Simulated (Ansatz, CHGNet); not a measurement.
For rock-salt NbC, the machine-learned potential CHGNet 0.3.0 (trained on PBE and PBE+U data) gives:

```
Item                                    Result
------------------------------  --------------
lattice parameter a                    4.506 Å
elastic constant C11                   446 GPa
elastic constant C44                  72.7 GPa
Voigt–Reuss–Hill shear modulus        85.0 GPa
enthalpy of formation           -0.517 eV/atom
```

Problem. What does PBE (PAW; Ansatz, an electronic-structure program) give for the same quantities?

Solution. 
- lattice constant a: 4.485 Å (drops by 0.5 %)
- elastic constant C11: 657 GPa (goes up by 47 %)
- elastic constant C44: 169 GPa (increases by 130 %)
- Voigt–Reuss–Hill shear modulus: 203 GPa (increases by 140 %)
- formation enthalpy: -0.544 eV/atom (moves by -0.027 eV/atom)

For comparison: lattice constant a 4.47 Å (measured, temperature not stated, no zero-point or thermal correction; as tabulated in Zhang et al. (2018), doi:10.1088/1367-2630/aac7f0); elastic constant C11 620 GPa (measured, temperature not stated, no zero-point or thermal correction; as tabulated in Wu et al. (2005), arXiv:cond-mat/0412374); elastic constant C44 150 GPa (measured, temperature not stated, no zero-point or thermal correction; as tabulated in Wu et al. (2005), arXiv:cond-mat/0412374); formation enthalpy -0.733 ± 0.01 eV/atom (measured, 298 K, copied from a table, unchecked, not corrected to a static lattice; as tabulated in Wang et al. (2021), doi:10.1038/s41598-021-94550-5).

Changes are worked out from the printed values.

Unless a cell is named, each level is at its own relaxed cell (CHGNet 0.3.0 11.44, PBE 11.28 Å³/atom).

Ansatz's density-functional and Hartree–Fock values are scalar-relativistic unless marked +SOC, with PAW data made under PBE.
